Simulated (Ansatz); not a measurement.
## Graphite

Method: LC-ωPBE (plane waves, PAW; Ansatz, a quantum-chemistry and plane-wave program).

Run with plane-wave cutoff 460 eV, 12×12×4 k mesh (along the axes of the cell as run), Fermi–Dirac smearing 0.05 eV, scalar-relativistic PAW data made under PBE.

Cell: relaxed at this level.

```yaml
lattice_parameter_a: 2.443 Å
c axis length: 7.259 Å
```

Measured, for comparison: lattice constant a 2.461 Å (300 K, not corrected to a static lattice, our sources range from 2.456 to 2.461; as tabulated in Wikipedia's data pages); lattice parameter c 6.67 Å (low temperature, zero-point motion not removed; as tabulated in Berland et al. (2010), arXiv:1007.3305). Computed (rounded) less measured: lattice constant a -0.7 % (-0.5 % to -0.7 % over the range), lattice parameter c +8.8 %. A static lattice is as a rule a little smaller and stiffer than an uncorrected measurement, which narrows the difference in the lattice constant a and would widen misses of the other sign.

Note: the cell comes from a level without a dispersion term, which matters for the spacing of layers, chains or molecules.

Static lattice: no zero-point or thermal effects.
